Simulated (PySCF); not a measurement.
HN₂, SMILES N#[NH+], charge +1.

Geometry: B3LYP-D3(BJ)/def2-TZVPD. The isomer is the one that the SMILES or the coordinates give; other isomers of the formula were not compared.

Computed with PySCF with PBE0/def2-TZVPD.

Isolated molecule, no solvent.

```yaml
total_energy: -109.64344 hartree
point_group: C∞v
highest_occupied_level: -22.33 eV
lowest_empty_level: -10.10 eV
orbital_gap: 12.23 eV
dipole_moment_about_the_centre_of_nuclear_charge: 3.12 D
mean_static_polarisability: 9.8 bohr³ (1.45 Å³)
polarisability_principal_values: 7.7, 7.7, 13.9 bohr³
```
